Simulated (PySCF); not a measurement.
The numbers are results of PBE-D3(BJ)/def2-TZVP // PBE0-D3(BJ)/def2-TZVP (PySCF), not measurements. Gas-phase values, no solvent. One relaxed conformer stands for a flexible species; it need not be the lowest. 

Reference species (SMILES): `C(=O)[CH]` (triplet; the order of the spin states depends on the level; H–C–C–O torsion 0°) (neutral, multiplicity 3).

```yaml
highest_occupied_spin_orbital: -6.30 eV
```

Changed species: `[CH]F` (excited triplet) (X = fluoro, multiplicity 3; the reference has X = formyl, multiplicity 3).

Task: Give the shifts of the highest occupied spin orbital.

Result: the highest occupied spin orbital increases by 1.50 eV, to -4.80 eV.
